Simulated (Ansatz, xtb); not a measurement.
Two structures of C3H5Cl+

We compare X, a doublet given by its coordinates, with Y, the doublet with the links of `C[CH][CH+]Cl`. Both are isolated ions in the gas phase, relaxed with B3LYP-D3(BJ)/def2-SVP; the shapes shown needn't be the lowest conformers.

X (Å):

| atom | x (Å) | y (Å) | z (Å) |
| --- | --- | --- | --- |
| C | -1.1505 | 1.3447 | 0.0549 |
| C | -0.3934 | 0.3678 | 0.8276 |
| C | -0.4636 | 0.2638 | 2.2260 |
| Cl | 0.4207 | -0.8687 | 3.0622 |
| H | -0.4449 | 1.9407 | -0.5646 |
| H | -1.7913 | 2.0065 | 0.6509 |
| H | -1.7508 | 0.8103 | -0.7137 |
| H | 0.2706 | -0.3296 | 0.2995 |
| H | -1.1020 | 0.9217 | 2.8283 |

Close contacts (Å): C1–C2 1.46, C2–C3 1.40, C3–Cl4 1.66, C1–H5 1.11, C1–H6 1.10, C1–H7 1.11, C2–H8 1.10, C3–H9 1.10.

Y (Å):

```yaml
atoms:
  - { symbol: C, position_ang: [-1.5958, 0.4810, -1.2913] }
  - { symbol: C, position_ang: [-1.3854, 1.4603, -0.2350] }
  - { symbol: C, position_ang: [-0.2610, 1.5759, 0.6049] }
  - { symbol: Cl, position_ang: [1.0528, 0.5611, 0.5069] }
  - { symbol: H, position_ang: [-0.7781, -0.2354, -1.4306] }
  - { symbol: H, position_ang: [-2.5533, -0.0503, -1.0991] }
  - { symbol: H, position_ang: [-1.8094, 1.0204, -2.2396] }
  - { symbol: H, position_ang: [-2.1730, 2.2034, -0.0498] }
  - { symbol: H, position_ang: [-0.2047, 2.3558, 1.3731] }
```

Quicker runs give these differences E(Y) − E(X): GFN2-xTB +0.091 eV; HF/STO-3G +0.028 eV (at GFN2-xTB geometries); r2SCAN-D4/def2-SVP +0.062 eV (at GFN2-xTB geometries).

Task: Estimate E(Y) − E(X) at the level CCSD(T)/def2-SVP + ΔMP2/def2-TZVPP.

Result: Too close to call at this level: CCSD(T)/def2-SVP + ΔMP2/def2-TZVPP gives E(Y) − E(X) = +0.011 eV.

The same difference at several levels:

```
                             level               geometry  E(Y) − E(X) (eV)  departure from the last row (eV)  job, with rough time for the two
                          GFN2-xTB               GFN2-xTB              +0.091                            +0.080              optimisation, 0.67 s
                         HF/STO-3G               GFN2-xTB              +0.028                            +0.017                 single point, 2 s
                r2SCAN-D4/def2-SVP               GFN2-xTB              +0.062                            +0.051                single point, 14 s
             B3LYP-D3(BJ)/def2-SVP  B3LYP-D3(BJ)/def2-SVP              −0.002                            −0.013             optimisation, 5.7 min
                       HF/def2-SVP  B3LYP-D3(BJ)/def2-SVP              +0.004                            −0.007           part of the CCSD(T) run
                      MP2/def2-SVP  B3LYP-D3(BJ)/def2-SVP              +0.011                            −0.001           part of the CCSD(T) run
                  CCSD(T)/def2-SVP  B3LYP-D3(BJ)/def2-SVP              +0.012                            +0.001                      single point
CCSD(T)/def2-SVP + ΔMP2/def2-TZVPP  B3LYP-D3(BJ)/def2-SVP              +0.011                                                  single point, 98 s
```

The largest departure from CCSD(T)/def2-SVP + ΔMP2/def2-TZVPP is that of GFN2-xTB, 0.080 eV. The last row adds to CCSD(T) the change of the MP2 difference between the two basis sets, here −0.001 eV.

With harmonic frequencies from B3LYP-D3(BJ)/def2-SVP (ideal gas, rigid rotor, one conformer each, 298.15 K, 1 atm): on the last row, ΔE + ΔZPE = +0.017, ΔH = +0.013, ΔG = +0.014 eV.

Open shells are spin-unrestricted. The correlated steps freeze 8 core orbitals. Run with Ansatz 0.2.0, xtb 6.7.1; the last row on 2 threads of AMD EPYC (Zen 3) on a shared host.
